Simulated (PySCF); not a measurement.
Structure with atom numbers: `[CH3:1][NH:2][OH:3]`. Each H is labelled by its parent atom.

Geometry: PBE0-D3(BJ)/def2-TZVP; GIAO shifts from PySCF, gas phase, non-relativistic, averaged over equivalent atoms.

At KT3/pcSseg-2 (178 basis functions, 19 s wall time on 1 thread of an Arm Neoverse N1, shared host):
| atoms | δ (ppm) |
| --- | --- |
| C1 | 44.8 |
| N2 | 148.0 |
| O3 | 124.6 |
| H(N2) | 4.54 |
| H(O3) | 3.83 |
| H(C1) | 2.76 |

Referencing at the same level of theory: 13C (183.24 ppm) and 1H (31.63 ppm) vs TMS; NH3 for 15N (261.05 ppm); H2O for 17O (325.30 ppm).

Question: Predict the values at wB97X-D/pcSseg-2 on the same geometry.

Answer: 
```json
{"atoms": "C1", "δ at wB97X-D/pcSseg-2": "44.3", "change": "-0.5"}
{"atoms": "N2", "δ at wB97X-D/pcSseg-2": "138.1", "change": "-9.9"}
{"atoms": "O3", "δ at wB97X-D/pcSseg-2": "110.1", "change": "-14.5"}
{"atoms": "H(N2)", "δ at wB97X-D/pcSseg-2": "4.40", "change": "-0.14"}
{"atoms": "H(O3)", "δ at wB97X-D/pcSseg-2": "3.93", "change": "+0.10"}
{"atoms": "H(C1)", "δ at wB97X-D/pcSseg-2": "2.67", "change": "-0.09"}
```

Scale: 13C (186.29 ppm), 1H (31.63 ppm) against TMS; NH3 for 15N (262.16 ppm); 17O (328.24 ppm) against H2O (reference shieldings calculated alike).

The largest change is at O3 (N–OH oxygen). Cost: 178 basis functions, 17 s wall time on 1 thread of an Arm Neoverse N1, shared host.

Experimental scales use liquid or dissolved standards, which lie at an offset from isolated NH3 (liquid NH3: subtract about 20 ppm) and H2O (liquid H2O: subtract about 36 ppm).
